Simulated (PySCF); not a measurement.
## monochlorosilylene: 4 charge schemes on one density

Species: monochlorosilylene, ClHSi (singlet state).
Numbering: `[SiH:1][Cl:2]` (hydrogens: H3 on Si1)

Density: PBE0/pcSseg-1 (PySCF); schemes: Mulliken, IAO, Hirshfeld and ESP-fitted. Isolated species at its PBE0-D3(BJ)/def2-SVP geometry, gas phase.

Question: What partial charge does each atom carry?

Answer: In e:

```csv
atom,environment,Mulliken,IAO,Hirshfeld,ESP-fitted
Si1,silicon bonded to Cl and H,+0.451,+0.393,+0.259,+0.120
Cl2,silicon-bound chlorine,-0.328,-0.268,-0.145,-0.131
H3,Si–H hydrogen,-0.123,-0.125,-0.115,+0.012
```

Mean size of the charges over all atoms: Mulliken 0.301 e, IAO 0.262 e, Hirshfeld 0.173 e, ESP-fitted 0.088 e. Each set sums to the total charge, 0, to within 0.001 e. The IAO scheme counts the electrons in orthogonalised intrinsic atomic orbitals, a minimal basis polarised so that it spans the occupied orbitals exactly.

Lowest charge. All schemes agree: Mulliken Cl2 (-0.328); IAO Cl2 (-0.268); Hirshfeld Cl2 (-0.145); ESP-fitted Cl2 (-0.131).

Highest charge. All schemes agree: Mulliken Si1 (+0.451); IAO Si1 (+0.393); Hirshfeld Si1 (+0.259); ESP-fitted Si1 (+0.120).

Question: How many electrons does the Mulliken scheme count on Cl2?

Answer: Z − q = 17 − (-0.328) = 17.328.
